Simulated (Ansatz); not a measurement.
`C#CC#C` + CH₃SH → `C#CSC` + `C#C` at 400 K and 1 bar (substitution at a C–C bond).

Gas-phase electronic energies from Ansatz, PBE0-D4/def2-TZVP geometries. CCSD(T)/CBS adds triple-zeta CCSD(T) − MP2 to the extrapolated MP2 energy (def2 sets, frozen cores). This one scheme is used for every species.

```
 species  CCSD(T)/CBS energy (Eh)  H − E (kJ/mol)  S (J/(mol·K))
`C#CC#C`               -153.27209           120.7          269.0
   CH₃SH               -438.22835           138.7          269.4
 `C#CSC`               -514.26192           175.7          327.3
   `C#C`                -77.22717            85.5          213.8
```

H − E and S are ideal-gas, rigid-rotor, harmonic terms from PBE0-D4/def2-TZVP. 1 Eh = 2625.50 kJ/mol, R = 8.31446 J/(mol·K).

**Question.** By hand: ΔE, ΔH, ΔS and ΔG.

**Answer.** ΔE = (-514.26192) + (-77.22717) − (-153.27209) − (-438.22835) = 0.01135 Eh = 29.8 kJ/mol. Δ(H − E) = 175.7 + 85.5 − 120.7 − 138.7 = 1.8, so ΔH = 31.6 kJ/mol. ΔS = 327.3 + 213.8 − 269.0 − 269.4 = 2.7 J/(mol·K). ΔG = 31.6 − 400 × (2.7)/1000 = 30.5 kJ/mol.

**Question.** By hand: the equilibrium constant, and the temperature at which ΔG would vanish if ΔH and ΔS stayed fixed.

**Answer.** log₁₀ K = −ΔG/(RT ln 10) = -4.0. ΔG = 0 at ΔH/ΔS = 11704 K, far beyond where these terms or the molecules hold.

The number of gas molecules stays the same, so ΔS is small and ΔH decides. A doubt of 5 kJ/mol in ΔE shifts log₁₀ K by 0.7 here. These are equilibria of isolated gas molecules and say nothing of rates. Largest T1 diagnostic: 0.014 (customary marks: 0.02 for closed shells, 0.045 for open ones).
